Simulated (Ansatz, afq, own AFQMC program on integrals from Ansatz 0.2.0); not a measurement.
Integrals from Ansatz 0.2.0, then the random walk in our own AFQMC program (afq).

```yaml
crystal:
  periodic: [false, false, false]
  atoms:
    - {symbol: Ge, position_ang: [0.000000, -0.029158, 0.300919]}
    - {symbol: N, position_ang: [0.000000, 0.038514, -1.592101]}
    - {symbol: H, position_ang: [0.000000, 1.566135, 0.437823]}
basis:
  gaussian: {orbitals: cc-pVTZ}
magnetization: {spin_polarized: false, initial_magnetization: 4}
correlation: {method: ccsd_t, electrons: outside_noble_gas, hamiltonian_folder: ham}
```

```sh
$ ansatz run in.yaml --threads 1 --pin off --events-out ev --progress --plain --max-ram 16896MiB --backend cuda --devices 0, --max-vram 18GiB
```

Options of the walk:

```
--method free --trial cisd --walkers 1200 --time-step 0.03 --max-blocks 4000 --target-error 0.00038 --factor-cut 1e-05 --seed 6077 --times 0,0.21,0.42,0.81,1.2,1.8,2.4,3 --taylor-order 8
```

Times are imaginary, in 1/Eh. The walk had a cap of 114 s. Filled inner d shells are frozen with the cores.

Output of the walk:

```
orbitals 72  electrons 7 3  factors 491 of 538
reference energy -2130.29741453 Eh
CCSD correlation -0.24075404 Eh in 17 cycles, weight of the determinant in the CISD state 0.8711
repeat  energy at the last time / Eh  error
    10  -2130.548959  0.000340
    20  -2130.548786  0.000209
    30  -2130.548775  0.000214
time / (1/Eh)  energy / Eh  error  mean overlap
  0.00  -2130.538180  0.000055  1.1480
  0.21  -2130.543686  0.000072  1.1453
  0.42  -2130.545750  0.000061  1.1446
  0.81  -2130.547203  0.000100  1.1442
  1.20  -2130.547961  0.000116  1.1478
  1.80  -2130.548439  0.000146  1.1530
  2.40  -2130.548601  0.000175  1.1636
  3.00  -2130.548732  0.000210  1.1753
energy -2130.548732 +/- 0.000210 Eh
```

The run passed its tests (error under three times the target), which doesn't prove that it has relaxed.

Against this walk (error 5.7 meV) on the same determinant: CCSD(T) 40.1 meV higher, CCSDT(Q) 9.4 meV lower (within the noise). The error is statistical, and a free projection of finite length keeps a remainder of its start. The projection is still falling at its last time (meV from the last point: 42 ± 3 at 0.81, 21 ± 3 at 1.20, 8 ± 4 at 1.80, 4 ± 5 at 2.40, 0 ± 6 at 3.00), so its energy is a cut-off value, and the gaps above aren't errors of the other methods.

Cautions: remainder of the start not in the error; no relativity below Rb; no spin-orbit coupling; inner d shell frozen; another spin lies lower (by 1.91 eV); raised T1 diagnostic (T1 0.040, weight of the determinant 0.87, largest double 0.03).

The walk took 85 s on 1 × NVIDIA H100 80GB HBM3 with 2 threads of AMD EPYC 7R13 Processor (Zen 3), on a shared host (the card was shared). The log's last line is the free-projection energy.

CCSDT and higher add their correlation energy to the determinant of the CCSD(T) run, since their own runs factorise the integrals more tightly (a shift of under 2 meV). A walk keeps the symmetry of its determinant, which the program's search chose and which needn't be the lowest solution, so a lower state of the same spin and another symmetry isn't excluded.
